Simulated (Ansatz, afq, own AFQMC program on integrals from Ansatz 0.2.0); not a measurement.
AFQMC on a folder of integrals that Ansatz 0.2.0 wrote.

```yaml
crystal:
  periodic: [false, false, false]
  atoms:
    - {symbol: N, position_ang: [0.000000, -0.114687, -0.567321]}
    - {symbol: C, position_ang: [0.000000, 0.050896, 0.560589]}
    - {symbol: H, position_ang: [0.000000, -0.819007, 1.220130]}
    - {symbol: H, position_ang: [0.000000, 1.031179, 1.051193]}
    - {symbol: H, position_ang: [0.000000, 0.775073, -1.067648]}
basis:
  gaussian: {orbitals: cc-pVDZ}
magnetization: {spin_polarized: false}
correlation: {method: ccsd_t, electrons: outside_noble_gas, hamiltonian_folder: ham}
```

```sh
$ ansatz run in.yaml --threads 1 --pin off --events-out ev --progress --plain --max-ram 1382MiB
```

Options of the walk:

```
--method phaseless --trial mp1 --walkers 40 --populations 1 --least-time 40 --time-step 0.01 --steps-per-block 50 --equilibration-blocks 12 --max-blocks 80 --target-error 0.00084 --factor-cut 1e-05 --seed 6997 --taylor-order 6
```

Times are imaginary, in 1/Eh. The walk had a cap of 293 s.

afq prints:

```
orbitals 41  electrons 6 6  factors 335 of 396
reference energy -94.01442054 Eh
CCSD correlation -0.31426036 Eh in 9 cycles, weight of the determinant in the CISD state 0.8942
energy of the start -94.304912 Eh
 block  time / (1/Eh)  mean weight  energy / Eh
     1     0.500  0.9982  -94.321242
     2     1.000  0.9952  -94.327311
     3     1.500  0.9914  -94.331767
     4     2.000  1.0042  -94.327500
     5     2.500  1.0008  -94.334288
     8     4.000  0.9992  -94.338858
    11     5.500  1.0052  -94.336203
    17     8.500  1.0013  -94.335261
    23    11.500  0.9897  -94.346958
    29    14.500  0.9991  -94.351321
    35    17.500  1.0046  -94.335278
    41    20.500  1.0015  -94.330054
    47    23.500  1.0023  -94.336553
    53    26.500  0.9991  -94.346327
    59    29.500  1.0047  -94.326303
    65    32.500  0.9925  -94.331459
    71    35.500  0.9980  -94.328645
    77    38.500  1.0001  -94.333502
    83    41.500  1.0092  -94.338050
    89    44.500  1.0064  -94.341049
    91    45.500  0.9901  -94.355320
blocks merged  error / Eh  count
     1  0.000677  80
     2  0.000772  40
     4  0.000935  20
     8  0.001111  10
energy -94.336783 +/- 0.000935 Eh
(rows thinned)
```

The run passed its tests (sampling time, drift between the halves within three errors, error under three times the target), which doesn't prove that it has relaxed. The second half of the sampling lies above the first by 2.4 errors of their difference, so the energy may still be moving and its error bar be too small.

Against this walk (error 25.4 meV) on the same determinant: CCSD(T) 21.1 meV lower (within the noise), CCSDT(Q) 51.1 meV lower, a separate phaseless walk with a CISD trial and standard settings 16.4 ± 30.1 meV lower (within the noise). The error is statistical and leaves out the bias of the constraint.

Cautions: constraint bias not in the error; error above the target (25.4 against 22.9 meV); the time-step error isn't removed.

The walk took 32 s on 1 thread of Arm Neoverse V2 (shared host). The log's last line is the phaseless energy.

CCSDT and higher add their correlation energy to the determinant of the CCSD(T) run, since their own runs factorise the integrals more tightly (a shift of under 2 meV). A walk keeps the symmetry of its determinant, which the program's search chose and which needn't be the lowest solution, so a lower state of the same spin and another symmetry isn't excluded.
